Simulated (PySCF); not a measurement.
C5H8F (doublet state).
SMILES with atom numbers: `[CH3:1][C:2]1([F:3])[CH2:4][CH:5][CH2:6]1` (hydrogens: H7, H8, H9 on C1; H10, H11 on C4; H12 on C5; H13, H14 on C6)

Structure used (GFN2-xTB), in Å, numbered top down from 1:
```xyz
14
C5H8F angstrom
C      1.6459   -0.0498    0.0791
C      0.2556    0.0530   -0.5133
F      0.3747    0.2081   -1.8851
C     -0.7369   -1.0635   -0.1229
C     -1.5240   -0.0317    0.5959
C     -0.6840    1.0976    0.1269
H      1.5792   -0.1733    1.1561
H      2.2098    0.8532   -0.1452
H      2.1673   -0.9030   -0.3500
H     -1.2354   -1.5055   -0.9922
H     -0.3212   -1.8812    0.4732
H     -2.3438   -0.0905    1.2795
H     -0.2320    1.7363    0.8913
H     -1.1558    1.7500   -0.6153
```

Method: PySCF 2.14.0, UKS B3LYP, pcH-1 on C F H, non-relativistic, mean-field spin-orbit, GIAO. Isolated species at its GFN2-xTB geometry, gas phase. The geometry wasn't refined by DFT: couplings that depend on bond lengths, twists or pyramidal angles can differ widely from those at the functional's own minimum. The SCF solution wasn't tested for stability.

Question: Break the g tensor into its mass correction, gauge correction and orbital-Zeeman/spin–orbit terms.

Answer: 
```
                    Δg (ppm)     1     2     3
relativistic mass correction  -135  -135  -135
            gauge correction     1    19    23
   orbital Zeeman/spin–orbit    15   703   805
                       total  -119   587   693
```

So g = 2.00220, 2.00291, 2.00301 and g_iso = 2.00271; the tensor is close to axial: the two nearest values differ by 13 % of g3 − g1. Axes: g3 points within 4° of the C5–H12 bond.

Question: How much does each term add to the isotropic shift?

Answer: The orbital-Zeeman/spin–orbit term 507, the mass correction -135 and the gauge correction 14 ppm, for a total of 387 ppm. The orbital-Zeeman/spin–orbit term is the largest in size. The mass correction is the same along every axis, so the anisotropy comes from the other two: their spans along these axes are 22 (gauge) and 789 ppm (orbital Zeeman/spin–orbit).

Question: At 9.734 GHz, how far is the centre of the isotropic spectrum from where a free electron (g = 2.002319) resonates?

Answer: B = hν/(g μB) with μB/h = 13.99624 MHz/mT gives 347.33 mT for the free electron and 347.27 mT at g_iso, 0.07 mT lower.

Question: What effective moment and Curie constant follow for a powder?

Answer: With the mean of g² = 4.0108 and S(S+1) = 0.75: μ_eff = √(⟨g²⟩S(S+1)) = 1.734 μB and χT = 0.12505·⟨g²⟩·S(S+1) = 0.376 cm³ K/mol (cgs; spin-Hamiltonian part alone).

Question: In a frozen sample, at which fields do the three g values resonate at 9.5, 34, 94 and 263 GHz (hyperfine left aside), and which band first spreads them over more than twice a line width of 0.5 mT?

Answer: 
```
band    GHz  B(g3) mT  B(g2) mT  B(g1) mT  spread mT
   X    9.5    338.87    338.88    339.00       0.14
   Q   34.0   1212.78   1212.85   1213.28       0.49
   W   94.0   3352.99   3353.17   3354.35       1.36
   J  263.0   9381.25   9381.75   9385.05       3.80
```

The spread grows in proportion to the frequency. W band is the first where it exceeds 1.0 mT.

Largest spin populations (Mulliken): C5 (+1.01), C4 (-0.09) and C6 (-0.09). C5 is the only atom above +0.15. The angles at C5 add up to 359.8°, so it is planar; its axial dipolar tensor and the negative coupling of its proton fit spin in a p orbital normal to that plane.

The HOMO–LUMO gaps are 6.68 eV among the α and 6.88 eV among the β orbitals.
